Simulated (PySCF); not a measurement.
Geometries of 5 isomers of C4H4F2, from PBE0-D3(BJ)/def2-SVP geometry optimisation, gas phase (PySCF 2.14.0). One conformer each, no zero-point energy, no frequencies.

Problem. Which isomer lies lowest at this level?
A.
```xyz
10
angstrom
F     -2.549   -0.880    0.984
C     -2.055   -0.086   -0.016
C     -0.601   -0.021   -0.004
C      0.609    0.043    0.000
C      2.063    0.128    0.014
F      2.632   -0.522   -1.048
H     -2.394   -0.485   -0.989
H     -2.473    0.930    0.099
H      2.445   -0.316    0.950
H      2.374    1.187   -0.012
```
B.
```xyz
10
angstrom
F      2.321    0.645   -0.214
C      1.084    0.212   -0.094
C      0.503   -0.984    0.034
F      0.927   -2.229    0.089
C     -0.888   -0.431    0.094
C     -0.208    0.970   -0.057
H     -1.421   -0.576    1.047
H     -1.550   -0.706   -0.742
H     -0.475    1.505   -0.982
H     -0.348    1.638    0.808
```
C.
```xyz
10
angstrom
F      2.178   -0.109   -0.520
C      1.119   -0.494    0.232
F      1.221   -1.834    0.403
C     -0.168   -0.152   -0.459
C     -1.407    0.148    0.329
C     -0.836    1.169   -0.230
H      1.199   -0.008    1.223
H     -0.242   -0.649   -1.441
H     -2.217   -0.286    0.909
H     -0.816    2.231   -0.461
```
D.
```xyz
10
angstrom
F      1.622    2.039    0.469
C      1.114    0.882    0.883
C      0.277    0.167    0.157
C     -0.546    0.007   -1.049
C     -0.568   -1.015    0.062
F     -1.677   -1.105    0.837
H      1.460    0.598    1.881
H     -1.429    0.651   -1.137
H     -0.074   -0.261   -2.002
H     -0.116   -1.999   -0.111
```
E.
```xyz
10
angstrom
C     -1.234    0.056   -0.431
C      0.018   -0.266    0.336
F     -0.289   -1.196    1.311
C      1.399   -0.346   -0.259
C      1.147    0.612    0.584
F      1.593    1.655    1.229
H     -1.034    0.788   -1.223
H     -1.638   -0.861   -0.885
H     -2.003    0.461    0.244
H      2.049   -0.897   -0.933
```

Solution. B. That is `FC1=C(F)CC1`, 14.6 kcal/mol below the next.

```
          SMILES                    atoms numbered as above      E (Eh)  relative (kcal/mol)  relative (kJ/mol)  dipole (D)
     FC1=C(F)CC1    [F:1][C:2]1=[C:3]([F:4])[CH2:5][CH2:6]1  -353.81907                  0.0                0.0        2.05
F/C=C1\C[C@@H]1F  [F:1]/[CH:2]=[C:3]1\[CH2:4][C@@H:5]1[F:6]  -353.79582                 14.6               61.0        1.25
     FC(F)C1C=C1    [F:1][CH:2]([F:3])[CH:4]1[CH:5]=[CH:6]1  -353.78790                 19.6               81.9        2.77
         FCC#CCF        [F:1][CH2:2][C:3]#[C:4][CH2:5][F:6]  -353.78554                 21.0               88.0        1.83
 C[C@@]1(F)C=C1F   [CH3:1][C@@:2]1([F:3])[CH:4]=[C:5]1[F:6]  -353.78364                 22.2               93.0        1.94
```

As drawn, the lowest has a four-membered ring, which the highest lacks; the highest has a three-membered ring, which the lowest lacks.
